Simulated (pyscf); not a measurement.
Thermochemistry of product channels of Cl–Ge:–Cl [singlet] + ammonia (NH₃) on the singlet surface, in kcal/mol, from ωB97M-D3(BJ)/def2-TZVP energies (ideal gas, 1 atm, RRHO with modes under 100 cm⁻¹ raised to 100, one conformer, R ln 2 for chiral ones without a mode under 150 cm⁻¹). Single points on ωB97X-D3(BJ)/def2-SVP structures (PySCF, gas phase).

```csv
products,ΔE,ΔH(298 K),ΔG(600 K),ΔG(900 K)
H₂N–GeH(Cl)–Cl,-12.9,-13.6,+6.9,?
HN=Ge(Cl)–Cl + hydrogen (H₂),+52.2,+46.5,+50.1,+50.9
```

Problem. Fill in the missing entries.

Solution. 
- H₂N–GeH(Cl)–Cl, ΔG(900 K): +16.3

The channel to H₂N–GeH(Cl)–Cl turns unfavourable between 298 and 1200 K (ΔG from -3.3 kcal/mol to +25.3 kcal/mol).

These are energies of the channels, which say nothing of barriers. Elements up to Kr have no core potential and no relativistic terms here.
